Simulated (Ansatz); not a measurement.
# What it costs to change the join: fluorite-type CoSi2 (0 0 1) on Si0.5Ge0.5, ordered in pairs of (001) planes (0 0 1)

Periodic stacks without vacuum, fluorite-type CoSi2 (0 0 1) on Si0.5Ge0.5, ordered in pairs of (001) planes (0 0 1); both interfaces of a cell carry the change. As cut, the substrate ends in Ge and Ge planes and the film in Si and Co planes, so the two interfaces differ and each value is their mean. All cells share the in-plane lattice within 0.1 %; atoms, period and the film's lateral shift were relaxed first with the CHGNet potential, then at PBE, once from one start each, so registries can end apart. The unchanged cell is such a single relaxation too: if a lower arrangement of it exists, the changes cost more than shown. Left out: 3 cells whose period moved by more than 2.5 % (with added atoms, fell by over 1 % or rose by over 10 %) or whose in-plane lattice differs.

Plane-wave PAW runs of Ansatz (an electronic-structure program), PBE at 420 eV, without spin–orbit coupling or a Hubbard term. The stacks are run without spin polarisation. The cells are models built for this series, cut from the relaxed bulk crystals, not measured interface structures.

| cell | atoms gained or lost | period at the end (Å) | total energy (eV) | energy per atom added, swapped in or removed (eV) |
|---|---|---|---|---|
| unchanged | – | 24.81 | -107813.524 | – |
| 1 Al on substrate sites at each interface | +2 Al, −2 Ge | 25.24 | -100298.282 | +0.14 |
| 1 B on substrate sites at each interface | +2 B, −2 Ge | 24.26 | -99533.081 | ? |
| 1 Ga on substrate sites at each interface | +2 Ga, −2 Ge | 25.24 | -106789.411 | +0.10 |
| 1 S added at each interface | +2 S | 26.06 | -109618.274 | -0.33 |

References, each relaxed at the same level, per atom: Al from fcc Al, -537.505 eV; B from alpha boron, -155.914 eV; Ga from alpha gallium, -3783.021 eV; Ge from germanium, -4294.981 eV; S from S8 molecule in a box, -902.050 eV. Gases are single molecules in a box, without zero-point energy.

Q: Work out the missing value, for «1 B on substrate sites at each interface», and say where it stands among the rows.

A: [-99533.081 − (-107813.524) − 2 × (-155.914) + 2 × (-4294.981)] / 2 = +1.15 eV, number 4 of 4 from the lowest. A positive value means that the change costs energy against the references at 0 K, at PBE.
